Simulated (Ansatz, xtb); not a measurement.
**Relative energy of two structures of B2H3N**

Structure I: a singlet given by its coordinates. Structure II: `B1BN1`, a singlet. Both are isolated molecules in the gas phase, relaxed with r2SCAN-D4/def2-SVP.

I (Å):

```xyz
6

B    -2.1288   -0.5787   -1.1217
B    -1.0860   -0.7489    0.1625
N    -2.9137   -0.4505   -2.0883
H    -3.5405   -0.3482   -2.8603
H    -1.4757   -1.1479    1.2323
H     0.0844   -0.4773    0.0544
```

Close contacts (Å): B1–B2 1.66, B1–N3 1.25, B2–H5 1.21, B2–H6 1.21, N3–H4 1.00.

II (Å):

```xyz
6

B    -0.0231    1.2774    0.8070
B    -1.1543    0.3753    0.1001
N     0.1563   -0.0524    0.3826
H     0.8148   -0.8290    0.3200
H    -2.1226   -0.1179   -0.4033
H     0.6630    2.1035    1.3372
```

Energies in hartree; the thermal terms are from r2SCAN-D4/def2-SVP harmonic frequencies (ideal gas, rigid rotor, one conformer each, 298.15 K, 1 atm) and include the zero-point energy:

```
                                I           II
E, CCSD(T)/def2-TZVPP  −106.018747  −106.034670
    zero-point energy     0.037186     0.039578
         H(298 K) − E     0.042537     0.043909
         G(298 K) − E     0.013417     0.016376
```

**Question.** Work out ΔE, ΔE₀, ΔH and ΔG for I → II in kJ/mol (1 Eh = 2625.50 kJ/mol) and the equilibrium ratio [II]/[I].

**Answer.** 1. ΔE = −106.034670 − (−106.018747) = −0.015923 Eh = −41.81 kJ/mol.
2. ΔE₀ = ΔE + ΔZPE = −0.015923 + (+0.002392) Eh = −35.53 kJ/mol.
3. ΔH = ΔE + (+0.001372) Eh = −38.20 kJ/mol.
4. ΔG = ΔE + (+0.002959) Eh = −34.04 kJ/mol, so ΔS = (ΔH − ΔG)/T = −14.0 J/(mol K).
5. kT = 0.9442 mEh, so K = [II]/[I] = exp(−ΔG/kT) = exp(+13.73) ≈ 9.2 × 10^5.

Structure II is favoured at this temperature. An error of 4 kJ/mol in ΔG would change K by a factor of 5. Mirror images and further conformers aren't counted.

Other levels gave ΔE = −30.5 (GFN2-xTB); −84.1 (HF/STO-3G, GFN2-xTB geometries); −62.3 (r2SCAN-D4/def2-SVP//GFN2-xTB); −64.1 (r2SCAN-D4/def2-SVP); −38.5 (HF/def2-TZVPP); −45.1 (MP2/def2-TZVPP) kJ/mol. The correlated steps freeze 3 core orbitals. Programs: Ansatz 0.2.0, xtb 6.7.1.
